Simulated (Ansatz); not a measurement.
Basis-set series for AlFH$_{4}$Si, SMILES `F[SiH2][AlH2]`. The species carries charge 0 and has multiplicity 1. The structure was optimised at the PBE0-D4/def2-TZVP level.

Z-matrix (Å, degrees):
```
Si
Al 1 2.468
F 1 1.613 2 111.5
H 1 1.492 2 112.3 3 -120.0
H 1 1.492 2 112.2 3 120.0
H 2 1.589 1 118.2 3 179.8
H 2 1.587 1 121.9 3 -0.2
```

| functional | basis | functions | energy (Eh) | HOMO (eV) | LUMO (eV) |
| --- | --- | --- | --- | --- | --- |
| PBE0-D4 | def2-SVP | 70 | -633.60386 | -7.64 | -2.27 |
| PBE0-D4 | def2-TZVPP | 171 | -633.92525 | -7.65 | -2.27 |
| ωB97M-V | def2-SVP | 70 | -633.85840 | -9.60 | -0.56 |
| ωB97M-V | def2-TZVPP | 171 | -634.18327 | -9.65 | -0.62 |

Task: Give the rows for def2-QZVPP. (Estimate.)

Result: Ansatz gave: 
```
functional       basis  functions  energy (Eh)  HOMO (eV)  LUMO (eV)
   PBE0-D4  def2-QZVPP        317   -633.94863      -7.66      -2.28
   ωB97M-V  def2-QZVPP        317   -634.20566      -9.67      -0.71
```
